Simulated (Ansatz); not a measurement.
# Si2H6O (SMILES O[SiH2][SiH3]): r2SCAN/def2-SVPD

What is the vertical electron affinity of Si2H6O at r2SCAN/def2-SVPD? 

The results are computed with Ansatz 0.2.0.

30 further runs of the same task are left out: 30 set aside as unsound or not needed.

### Step 1. The system as given

Si2H6O: 9 atoms, total charge 0, spin state singlet. As SMILES, `O[SiH2][SiH3]`. Geometry: relaxed at PBE0-D4/def2-TZVP. This is one conformer, not always the lowest.

Bond lengths: O1–Si2 1.654 Å, Si2–Si3 2.347 Å, O1–H4 0.958 Å, Si2–H5 1.493 Å, Si2–H6 1.484 Å, Si3–H7 1.489 Å, Si3–H8 1.491 Å, Si3–H9 1.488 Å. Some angles: O1–Si2–Si3 112.4°, O1–Si2–H5 111.3°, O1–Si2–H6 105.5°, Si3–Si2–H5 108.5°, Si3–Si2–H6 110.6°, Si2–O1–H4 117.6°, Si2–Si3–H7 110.0°, Si2–Si3–H8 110.1°, Si2–Si3–H9 111.4°, H5–Si2–H6 108.5°.

### Step 2. A single-point energy at r2SCAN/def2-SVPD

run.yaml

```yaml
crystal:
  periodic: [false, false, false]
  atoms:
    - symbol: O
      position_ang: [-1.609000, 1.039900, -0.762000]
    - symbol: Si
      position_ang: [0.004800, 0.933100, -0.415900]
    - symbol: Si
      position_ang: [0.544200, -1.038400, 0.738600]
    - symbol: H
      position_ang: [-1.996600, 0.341400, -1.290800]
    - symbol: H
      position_ang: [0.830600, 0.994500, -1.657800]
    - symbol: H
      position_ang: [0.311400, 2.125200, 0.413000]
    - symbol: H
      position_ang: [2.012900, -1.104800, 0.974500]
    - symbol: H
      position_ang: [0.146200, -2.228200, -0.066200]
    - symbol: H
      position_ang: [-0.156000, -1.109100, 2.049500]
basis:
  gaussian: {orbitals: def2-SVPD}
hamiltonian: {xc: r2scan}
accuracy: high
output: {orbitals: {seedname: orbitals}}
```

Launch:

```console
$ ansatz run run.yaml --threads 1 --pin off --max-ram 3480MiB --events-out events.jsonl --progress --plain --runs-dir runs
```

Log:

```text
Warning: RAYON_NUM_THREADS=1 ignored (pool sized by the plan → 1); use --threads N
Functional definition: r2SCAN
  name "r2SCAN"
  parameter k0 = 0.174
  parameter k1 = 0.065
  parameter a1 = 4.9479
  exchange = r2scan_x(k0 = k0, k1 = k1, a1 = a1)
  correlation = r2scan_c
2341 factors; integrals over basis functions are off by at most 3.8e-9 eV
mean field evaluation 1: about -17886.7566 eV, gradient 5.3e1 eV
mean field evaluation 2: about -17864.5855 eV, gradient 1.2e2 eV
mean field evaluation 4: about -17891.8223 eV, gradient 2.9e0 eV
mean field evaluation 8: about -17891.8490 eV, gradient 1.0e-1 eV
mean field evaluation 16: about -17891.8491 eV, gradient 1.1e-5 eV
mean field -17891.84906285 eV, -657.5133255288 hartree, gradient 2.0e-8 eV, S^2 0.000000; 0 other end points of the search recorded, 0 dependent functions left out
reference -17891.84906404 eV, -657.5133255725 hartree; 21, 21 occupied and 98, 98 virtual orbitals, 2341 factors
Total energy: -17891.84906404 eV, -657.5133255725 hartree
```

Run time: 20 s. Hardware: 1 thread of Arm Neoverse V1, shared host; peak memory 0.4 GiB.

### Step 3. The doublet anion

job.yaml

```yaml
crystal:
  periodic: [false, false, false]
  atoms:
    - {symbol: O, position_ang: [-1.609000, 1.039900, -0.762000]}
    - {symbol: Si, position_ang: [0.004800, 0.933100, -0.415900]}
    - {symbol: Si, position_ang: [0.544200, -1.038400, 0.738600]}
    - {symbol: H, position_ang: [-1.996600, 0.341400, -1.290800]}
    - {symbol: H, position_ang: [0.830600, 0.994500, -1.657800]}
    - {symbol: H, position_ang: [0.311400, 2.125200, 0.413000]}
    - {symbol: H, position_ang: [2.012900, -1.104800, 0.974500]}
    - {symbol: H, position_ang: [0.146200, -2.228200, -0.066200]}
    - {symbol: H, position_ang: [-0.156000, -1.109100, 2.049500]}
basis:
  gaussian:
    orbitals: def2-SVPD
total_charge: -1
magnetization:
  spin_polarized: true
  initial_magnetization: 1
hamiltonian:
  xc: {name: r2SCAN}
accuracy: high
output: {orbitals: {seedname: orbitals}}
```

Launch:

```console
$ ansatz run job.yaml --threads 1 --pin off --max-ram 3480MiB --events-out events.jsonl --progress --plain --runs-dir runs
```

Log (excerpt; [...] marks lines left out):

```text
Warning: RAYON_NUM_THREADS=1 ignored (pool sized by the plan → 1); use --threads N
[... 7 set-up lines as earlier in the session ...]
2341 factors; integrals over basis functions are off by at most 3.8e-9 eV
mean field evaluation 1: about -17889.4186 eV, gradient 1.7e1 eV
mean field evaluation 2: about -17888.2585 eV, gradient 2.7e1 eV
mean field evaluation 4: about -17890.9248 eV, gradient 1.4e0 eV
mean field evaluation 8: about -17890.9397 eV, gradient 1.0e-1 eV
mean field evaluation 16: about -17890.9398 eV, gradient 4.7e-4 eV
mean field evaluation 32: about -17890.9398 eV, gradient 1.7e-8 eV
mean field -17890.93977658 eV, -657.4799098749 hartree, gradient 1.7e-8 eV, S^2 0.753254; 5 other end points of the search recorded, 0 dependent functions left out
reference -17890.93978333 eV, -657.4799101228 hartree; 22, 21 occupied and 97, 98 virtual orbitals, 2341 factors
Total energy: -17890.93978333 eV, -657.4799101228 hartree
```

It took 55 s on 1 thread of Arm Neoverse V1, shared host; peak memory 0.62 GiB.

### Step 4. Results

Level: r2SCAN/def2-SVPD.

```
                                         quantity          value
                     singlet Si2H6O: total energy  -657.51333 Eh
                      singlet Si2H6O: HOMO energy       -6.96 eV
                      singlet Si2H6O: LUMO energy       -0.95 eV
                    singlet Si2H6O: HOMO–LUMO gap        6.01 eV
                      doublet anion: total energy  -657.47991 Eh
doublet anion: HOMO energy (highest over α and β)        2.82 eV
 doublet anion: LUMO energy (lowest over α and β)        3.97 eV
                              doublet anion: ⟨S²⟩          0.753
vertical electron affinity (to the doublet anion)      -0.909 eV
```

In words: The anion lies 0.91 eV (87.7 kJ/mol) above the neutral: the electron isn't bound at this level, and such a value depends on the basis. The HOMO (doublet anion) lies at positive energy, 2.82 eV, as semi-local functionals often give for anions; only total energies tell whether the electron is bound.
